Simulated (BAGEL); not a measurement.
# CH2FNS (SMILES [H]/N=C(/F)S) at HF/6-31G(d) (density fitting with qzvpp-jkfit, spherical functions)

What is the vertical ionisation energy of CH2FNS at HF/6-31G* (density fitting with qzvpp-jkfit, spherical functions)? 

The results are computed with BAGEL 1.2.2.

2 further runs of the same task are left out: 2 set aside as unsound or not needed.

## Step 1: The structure to begin with

CH2FNS has 6 atoms, charge 0, and is taken as a singlet. As SMILES, `[H]/N=C(/F)S`. Geometry: relaxed at PBE0-D4/def2-TZVP. This is one conformer, not always the lowest.

Bond lengths: N1–C2 1.243 Å, C2–F3 1.332 Å, C2–S4 1.764 Å, N1–H5 1.013 Å, S4–H6 1.341 Å. Angles: N1–C2–F3 119.1°, N1–C2–S4 133.8°, F3–C2–S4 107.1°, C2–N1–H5 113.4°, C2–S4–H6 95.2°.

## Step 2: The energy at HF/6-31G(d) (density fitting with qzvpp-jkfit, spherical functions)

Input file job.json:

```json
{ "bagel": [

{
  "title": "molecule",
  "basis": "6-31gs.json",
  "df_basis": "qzvpp-jkfit",
  "angstrom": true,
  "geometry": [
    { "atom": "N", "xyz": [       0.950900,      -0.133600,      -0.831100 ] },
    { "atom": "C", "xyz": [       0.296700,      -0.460400,       0.174500 ] },
    { "atom": "F", "xyz": [       0.690600,      -1.513300,       0.888300 ] },
    { "atom": "S", "xyz": [      -1.148300,       0.183500,       0.953900 ] },
    { "atom": "H", "xyz": [       0.576100,       0.677000,      -1.308300 ] },
    { "atom": "H", "xyz": [      -1.323900,       1.182700,       0.076600 ] }
  ]
},

{ "title": "hf" },

{ "title": "print", "file": "orbitals.molden", "orbitals": true }

]}
```

The basis set 6-31G* is read from a file made from the Basis Set Exchange's data (not shown).

Started as:

```console
BAGEL_NUM_THREADS=1 BAGEL job.json > job.out
```

Output:

```text
* using 1 threads per process

  ===============================================================
  ===============================================================

  *** Geometry ***

  { "atom" : "N", "xyz" : [      1.796941,     -0.252467,     -1.570551 ] },
  { "atom" : "C", "xyz" : [      0.560682,     -0.870030,      0.329757 ] },
  { "atom" : "F", "xyz" : [      1.305045,     -2.859723,      1.678644 ] },
  { "atom" : "S", "xyz" : [     -2.169973,      0.346765,      1.802610 ] },
  { "atom" : "H", "xyz" : [      1.088671,      1.279345,     -2.472329 ] },
  { "atom" : "H", "xyz" : [     -2.501808,      2.234979,      0.144753 ] },

  Number of auxiliary basis functions:      393

  Since a DF basis is specified, we compute 2- and 3-index integrals:
    o Being stored without compression. Storage requirement is 0.013 GB

  Number of basis functions:       64
  Number of electrons      :       40

    * METHOD: MOLECULE                             0.16

  *** RHF ***

  === Nuclear Repulsion ===
   155.3911460252

      * DIIS with orbital gradients will be used.

  === RHF iteration (6-31gs.json) ===
      0       -590.16827196          0.02628326           0.03
      1       -590.30463376          0.01852605           0.04
      2       -590.39406152          0.00214719           0.03
      3       -590.39681903          0.00096199           0.03
      4       -590.39726593          0.00029615           0.04
      5       -590.39736439          0.00014643           0.03
      6       -590.39738044          0.00006173           0.03
      7       -590.39738379          0.00001629           0.04
      8       -590.39738393          0.00000660           0.03
      9       -590.39738395          0.00000285           0.04
     10       -590.39738395          0.00000087           0.04
     11       -590.39738395          0.00000031           0.03
     12       -590.39738395          0.00000015           0.03
     13       -590.39738395          0.00000006           0.03
     14       -590.39738395          0.00000002           0.03
     15       -590.39738395          0.00000001           0.03
    * SCF iteration converged.

    * Permanent dipole moment:
           (    0.835234,    -0.986183,     0.197606) a.u.

    * METHOD: HF                                   0.66

    * METHOD: PRINT                                0.01

  ===============================================================
```

It took 1.1 s on 1 thread of Intel Xeon Platinum 8488C (Sapphire Rapids), shared host.

## Step 3: The doublet cation, same level

Input file calc.json:

```json
{ "bagel" : [

{
  "title" : "molecule",
  "basis" : "6-31gs.json",
  "df_basis" : "qzvpp-jkfit",
  "angstrom" : "true",
  "geometry" : [
    { "atom" : "N", "xyz" : [       0.950900,      -0.133600,      -0.831100 ] },
    { "atom" : "C", "xyz" : [       0.296700,      -0.460400,       0.174500 ] },
    { "atom" : "F", "xyz" : [       0.690600,      -1.513300,       0.888300 ] },
    { "atom" : "S", "xyz" : [      -1.148300,       0.183500,       0.953900 ] },
    { "atom" : "H", "xyz" : [       0.576100,       0.677000,      -1.308300 ] },
    { "atom" : "H", "xyz" : [      -1.323900,       1.182700,       0.076600 ] }
  ]
},

{
  "title" : "uhf",
  "charge" : 1,
  "nopen" : 1
},

{
  "title" : "print",
  "file" : "orbitals.molden",
  "orbitals" : "true"
}

]}
```

The basis set 6-31G* is read from a file made from the Basis Set Exchange's data (not shown).

Started as:

```console
BAGEL_NUM_THREADS=1 BAGEL calc.json > calc.out
```

Output:

```text
* using 1 threads per process

  ===============================================================
  ===============================================================

  *** Geometry ***

  { "atom" : "N", "xyz" : [      1.796941,     -0.252467,     -1.570551 ] },
  { "atom" : "C", "xyz" : [      0.560682,     -0.870030,      0.329757 ] },
  { "atom" : "F", "xyz" : [      1.305045,     -2.859723,      1.678644 ] },
  { "atom" : "S", "xyz" : [     -2.169973,      0.346765,      1.802610 ] },
  { "atom" : "H", "xyz" : [      1.088671,      1.279345,     -2.472329 ] },
  { "atom" : "H", "xyz" : [     -2.501808,      2.234979,      0.144753 ] },

  Number of auxiliary basis functions:      393

  Since a DF basis is specified, we compute 2- and 3-index integrals:
    o Being stored without compression. Storage requirement is 0.013 GB

  Number of basis functions:       64
  Number of electrons      :       40

    * METHOD: MOLECULE                             0.15

  *** Open-shell HF ***

  === Nuclear Repulsion ===
   155.3911460252

      * DIIS with orbital gradients will be used.

  === UHF iteration (6-31gs.json) ===
      0       -589.73744145          0.05845960           0.08
      1       -589.88374336          0.04670313           0.07
      2       -589.95600896          0.03527225           0.07
      3       -590.04197969          0.00267615           0.08
      4       -590.04487030          0.00131487           0.08
      5       -590.04644240          0.00065716           0.06
      6       -590.04760018          0.00045155           0.06
      7       -590.04863265          0.00041174           0.07
      8       -590.04956053          0.00035110           0.06
      9       -590.05090980          0.00017822           0.06
     10       -590.05096072          0.00008452           0.06
     11       -590.05094673          0.00005159           0.06
     12       -590.05096577          0.00004534           0.06
     13       -590.05096627          0.00001436           0.06
     14       -590.05096729          0.00000702           0.06
     15       -590.05096736          0.00000244           0.06
     16       -590.05096744          0.00000096           0.06
     17       -590.05096745          0.00000042           0.06
     18       -590.05096745          0.00000016           0.06
     19       -590.05096745          0.00000007           0.07
     20       -590.05096745          0.00000004           0.07
     21       -590.05096745          0.00000003           0.06
     22       -590.05096745          0.00000002           0.07
     23       -590.05096745          0.00000001           0.06
     24       -590.05096745          0.00000001           0.06
    * SCF iteration converged.

    * S^2 (UHF) is 0.9509

    * Permanent dipole moment:
           (    1.656380,    -1.829336,     0.258492) a.u.

    * METHOD: UHF                                  1.75

    * METHOD: PRINT                                0.01

  ===============================================================
```

Run time: 2.1 s. Hardware: 1 thread of Intel Xeon Platinum 8488C (Sapphire Rapids), shared host.

## Step 4: Summary of results

Level: HF/6-31G* (density fitting with qzvpp-jkfit, spherical functions).

```
                                          quantity          value
                      singlet CH2FNS: total energy  -590.39738 Eh
                     singlet CH2FNS: dipole moment         3.32 D
                       singlet CH2FNS: HOMO energy      -10.78 eV
                       singlet CH2FNS: LUMO energy        3.61 eV
                     singlet CH2FNS: HOMO–LUMO gap       14.39 eV
                      doublet cation: total energy  -590.05097 Eh
                              doublet cation: ⟨S²⟩          0.951
vertical ionisation energy (to the doublet cation)       9.426 eV
```

Removing an electron at fixed nuclei costs 9.43 eV (217 kcal/mol). −ε(HOMO) before ionisation, 10.78 eV, is 1.35 eV above this ionisation energy. ⟨S²⟩ (doublet cation) is 0.95 where a pure doublet has 0.75: the reference is spin-contaminated.
